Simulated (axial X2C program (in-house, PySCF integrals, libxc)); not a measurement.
**Working with the constants of NaMg⁺**

A bond curve at the PBE0 level, 2c in a model world with the speed of light multiplied by 2, was computed with an axial X2C code built on PySCF integrals (basis Mg dyall-v3z [9s8p5d3f], Na dyall-v3z [9s8p4d2f] (cores contracted in-house)) for the state Ω = 0 (closed shell). Its fit gives Re = 3.1996 Å, ωe = 154.8 cm⁻¹, ωexe = 1.13 cm⁻¹ and αe = 1.377e-03 cm⁻¹; the masses are 23.9850 and 22.9898 u. Two-component means X2C with spin–orbit coupling and atomic mean-field Coulomb and Gaunt terms.

(1) Find the reduced mass, Be and the force constant.

(2) Give B0, the J = 1←0 line in GHz and the most populated J at 300 K (kT = 208.5 cm⁻¹).

(3) Estimate the centrifugal constant by the Kratzer relation.

(4) Where do the fundamental and the first overtone lie?

(5) A Morse curve ties αe to the other constants (Pekeris). How well does that hold?

The state is a single determinant with fixed occupations, the lowest that a limited PBE0 search found.

Results:

(1) From the PBE0 values: μ = 11.7384 u. Be = 16.8576/(μ Re²) = 0.1403 cm⁻¹. k = 5.8918×10⁻⁷ μ ωe² = 0.166 mdyn/Å.

(2) B0 = Be − αe/2 = 0.1396 cm⁻¹; 2B0 = 8.37 GHz; J(max) ≈ √(kT/2B0) − 1/2 = 26.8, so J = 27.

(3) D = 4Be³/ωe² = 4.61e-07 cm⁻¹.

(4) ν(1←0) = ωe − 2ωexe = 152.5 cm⁻¹; ν(2←0) = 2ωe − 6ωexe = 302.8 cm⁻¹.

(5) αe(Morse) = 6Be²/ωe × (√(ωexe/Be) − 1) = 1.402e-03 cm⁻¹; the PBE0 curve gives 1.377e-03 cm⁻¹, a ratio of 1.02.
